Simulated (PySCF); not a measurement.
C2H2O.
Numbering: `[CH2:1]=[C:2]=[O:3]` (hydrogens: H4, H5 on C1)

Method: PBE0-D3(BJ)/def2-SVP geometry optimisation, gas phase in PySCF; density fitting, grid level 1; the optimiser is geomeTRIC in internal coordinates, started from a GFN2-xTB structure.

Step 0: E = -4144.6357 eV
```
atom  x, y, z in Å  |  force x, y, z in eV/Å
C1     -0.5012    0.0153    0.1502   -1.180   0.033   0.363
C2      0.7305   -0.0205   -0.2268    1.663  -0.048  -0.506
O3      1.8412   -0.0528   -0.5664   -0.024   0.004   0.002
H4     -1.1111   -0.8659    0.1355   -0.291  -0.677  -0.064
H5     -0.9508    0.9267    0.4904   -0.168   0.689   0.206
```

Question: Estimate the geometry and energy of step 1. (The exact step hangs on the optimiser's Hessian estimate; all steps are aligned on step 0, rigid shifts and turns removed.)

Answer: E = -4144.6755 eV, largest force 0.128 eV/Å
```
atom  x, y, z in Å  |  force x, y, z in eV/Å
C1     -0.5168    0.0154    0.1547   -0.120  -0.002   0.045
C2      0.7388   -0.0214   -0.2283    0.118   0.005  -0.049
O3      1.8482   -0.0520   -0.5690   -0.028  -0.001   0.011
H4     -1.1144   -0.8968    0.1294    0.017   0.017   0.000
H5     -0.9471    0.9577    0.4961    0.012  -0.019  -0.007
```

The energy changes by -0.0398 eV. The first-order estimate −F·Δx gives -0.0786 eV and the mean of the old and new forces, exact on a quadratic surface, -0.0402 eV. The step makes an angle of 48° with the force vector and moves no atom by more than 0.032 Å.

What follows is the cost of the whole optimisation. Hardware: one thread, Arm Neoverse V1 (aarch64), on a shared host. Cost: 2.0 s of wall time, 0.26 GiB resident at most.
